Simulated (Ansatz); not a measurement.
`CC#CS` and `CC#CCF` differ in one atom or group.

Ansatz, PBE0-D4/def2-TZVP geometries, multiplicity 1. Each molecule was computed in one conformer, which needn't be the lowest.

```csv
property,`CC#CS`
LUMO energy (PBE/def2-TZVPP) / eV,-0.94
HOMO energy (B3LYP/def2-TZVPP) / eV,-6.26
size of the dipole moment (B3LYP/def2-TZVPP) / D,1.28
HOMO energy (PBE0/def2-TZVPP) / eV,-6.49
size of the dipole moment (PBE/def2-TZVPP) / D,1.28
LUMO energy (ωB97M-V/def2-TZVPP) / eV,2.02
```

Q: What does the change do to each property? (Best estimate.)

A: Computed: 
```csv
property,`CC#CCF`,shift
LUMO energy (PBE/def2-TZVPP) / eV,-0.59,0.35
HOMO energy (B3LYP/def2-TZVPP) / eV,-7.34,-1.08
size of the dipole moment (B3LYP/def2-TZVPP) / D,2.26,0.98
HOMO energy (PBE0/def2-TZVPP) / eV,-7.56,-1.07
size of the dipole moment (PBE/def2-TZVPP) / D,2.17,0.89
LUMO energy (ωB97M-V/def2-TZVPP) / eV,2.47,0.45
```

With PBE0 the HOMO falls by 1.07 eV and the LUMO rises by 0.42 eV, so the gap widens by about 1.49 eV. PBE moves the HOMO by -0.97 eV and ωB97M-V by -1.21 eV. Dipoles are sizes alone; their direction can turn.

B3LYP here is the variant with VWN-RPA as its local correlation; programs differ in this.
